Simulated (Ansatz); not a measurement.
# SiNS (doublet): wave-function methods side by side at a displaced geometry (v2), cc-pVDZ

One table from this session's results is given with a row withheld; the runs are named, their logs left out.

Method: cc-pVDZ, core rule «outside noble gas», up to 11 orbitals frozen; program: Ansatz 0.2.0, Gaussian basis.

To be run: UHF; CCSD(T) on ROHF; BCCD(T) on ROHF; CISD; CCSDT(Q) on ROHF; CCSDT(Q) on UHF.

28 further runs of the same task are left out: 17 that didn't finish, 11 set aside as unsound or not needed.

## The geometry

The geometry is a PBE0/def2-TZVP stationary point (not a proven minimum) with its atoms shifted at random (size 0.100 Å).

3 atoms, charge 0, spin multiplicity 2.

Atoms are counted from 1 here; the program's logs count them from 0.

Bond lengths: S1–N2 1.595 Å, N2–Si3 1.586 Å. Angles: S1–N2–Si3 171.2°.

Coordinates:

```
S     0.0844    0.0052   -1.5855
N    -0.0805    0.0136    0.0008
Si   -0.0039   -0.0188    1.5847
```

Set-up of the first run:

File in.yaml:

```yaml
crystal:
  periodic: [false, false, false]
  atoms:
    - {symbol: S, position_ang: [0.084376, 0.005225, -1.585502]}
    - {symbol: N, position_ang: [-0.080498, 0.013599, 0.000791]}
    - {symbol: Si, position_ang: [-0.003878, -0.018825, 1.584711]}
basis:
  gaussian: {orbitals: cc-pVDZ}
magnetization: {spin_polarized: true, initial_magnetization: 1}
hamiltonian: {xc: hf}
output: {orbitals: {seedname: orbitals}}
```

Run with:

```
ansatz run in.yaml --threads 1 --pin off --events-out ev --progress --plain --max-ram 2393MiB
```

Steps of the session up to this table: UHF; CCSD(T) on ROHF; BCCD(T) on ROHF; CISD; CCSDT(Q) on ROHF; CCSDT(Q) on UHF.

One of the session's tables, all rows but one given; the rest of the session is left out.

| method | from RCCSDT(Q) (meV) |
| --- | --- |
| ROHF | +11031.9 |
| RMP2 | +1173.1 |
| CISD | +1839.8 |
| RCCSD | +573.0 |
| RCCSD(T) | +82.9 |
| BCCD(T) | ? |
| RCCSDT | +56.2 |
| RCCSDT(Q) | 0 |

**Question.** Estimate the row for BCCD(T).

As computed: from RCCSDT(Q) (meV): +83.2. In the column «from RCCSDT(Q) (meV)» it lies between RCCSD(T) (+82.9) and RCCSD (+573.0).

Not comparable, so not listed: CCSDT(Q) on UHF (they don't share determinant, frozen orbitals or solution with the rows shown, or repeat one).
